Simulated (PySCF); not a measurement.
# C3H5F (Allyl Fluoride): the cost of one run

Computed with PySCF 2.14.0, with density-fitted response routines of our own, on a single molecule in the gas phase. Atoms are numbered from 0 throughout.

### Step 1. Starting geometry

9 atoms, charge 0, multiplicity 1; geometry from: MMFF94s. The atoms were then displaced at random by about 0.03 Å, so the start is not that level's minimum.

Bonds of the start (Å): C0–C1 1.39, C1–C2 1.53, C2–F3 1.36, C0–H4 1.08, C0–H5 1.04, C1–H6 1.09, C2–H7 1.04, C2–H8 1.05.

### Step 2. Optimising the geometry at PBE0-D3(BJ)/def2-SVP

Job settings and geometry (Å):

```
{"job": {"xc": "PBE0", "basis": "def2-SVP", "d3": "d3bj", "grid": 1, "shake": 0.03, "kind": "geom"}, "charge": 0, "multiplicity": 1}
C      1.362170     0.258440     0.362560
C      0.306250    -0.088630    -0.475440
C     -1.174130    -0.231370    -0.106370
F     -1.222420     0.115640     1.211850
H      1.088310     0.573090     1.354170
H      2.313490     0.435820    -0.005160
H      0.597060    -0.329760    -1.497320
H     -1.695550     0.441370    -0.711540
H     -1.442430    -1.244030    -0.158390
```

Command:

```
OMP_NUM_THREADS=1 python probes_run.py task.json out
```

One launch serves the whole session: the jobs run in the order shown.

**Question.** How long does this first job take on 1 thread of Arm Neoverse V1, shared host, and how much memory does it need?

About 15 s, with a peak of 0.33 GiB.
